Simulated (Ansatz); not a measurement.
## H$_{3}$Si–CH$_{3}$, singlet: the ladder up to RCCSDT(Q)

Geometry: a PBE0/def2-TZVP stationary point for this spin, not checked as a minimum.

```
atom    x (Å)    y (Å)    z (Å)
  Si  -0.6006  -0.0028   0.0004
   C   1.2706   0.0059  -0.0008
   H  -1.1337   1.3866   0.0060
   H  -1.1233  -0.7057   1.2034
   H  -1.1248  -0.6965  -1.2073
   H   1.6632  -1.0133  -0.0050
   H   1.6568   0.5148   0.8851
   H   1.6556   0.5215  -0.8833
```

Basis cc-pVDZ; Ansatz 0.2.0. Correlated methods freeze the noble-gas cores, which leaves 14 electrons in 56 orbitals. R marks a restricted (for open shells ROHF) determinant. Active spaces: frontier = (8e, 8o) about the gap.

Full CI isn't at hand for all of this; RCCSDT(Q) serves as the reference, and is uncertain by about the last step of the cluster series.

- UHF ⟨S²⟩: 0.000
- T1 diagnostic (RCCSD): 0.0088
- largest doubles amplitude (RCCSD): 0.029

| level | E − E(RCCSDT(Q)) (kcal/mol) | share of correlation (%) | wall time |
| --- | --- | --- | --- |
| RHF | 194.55 | 0.00 | – |
| RMP2 | 32.09 | 83.51 | – |
| CISD | 22.26 | 88.56 | 2.4 s |
| RCCSD | 5.14 | 97.36 | – |
| RCCSD(T) | 0.74 | 99.62 | 0.9 s |
| BCCD(T) | 0.72 | 99.63 | 1.1 s |
| RCCSDT | 0.20 | 99.90 | – |
| CASSCF (frontier space) | 143.55 | 26.22 | – |
| NEVPT2 (frontier space) | 34.45 | 82.29 | 6.5 s |

The correlation energy at RCCSDT(Q), counted from RHF, is -8.437 eV. That run took 42 s on 1 thread of Arm Neoverse V1, shared host.

Times hold each run's SCF and search for its determinant on a shared host, so for small cases they say little of a method's own cost; they ran on 1 thread of Arm Neoverse V1.

Atomization energy (electronic, same basis, no zero-point term; atoms at the same level, unrestricted beside the R rows where the molecule is a closed shell, with restricted open-shell steps beyond CCSDT(Q)) at RCCSDT(Q): 2440.1 kJ/mol. Errors of other levels:

```tsv
level	error (kJ/mol)
RHF	-447.5
RMP2	-21.6
CISD	-83.4
RCCSD	-14.4
RCCSD(T)	-1.1
BCCD(T)	-0.8
RCCSDT	-0.7
```

This basis is far from its limit, so the value isn't to be set against a measured one. Truncated CI isn't size-consistent, which counts against it in atomization.
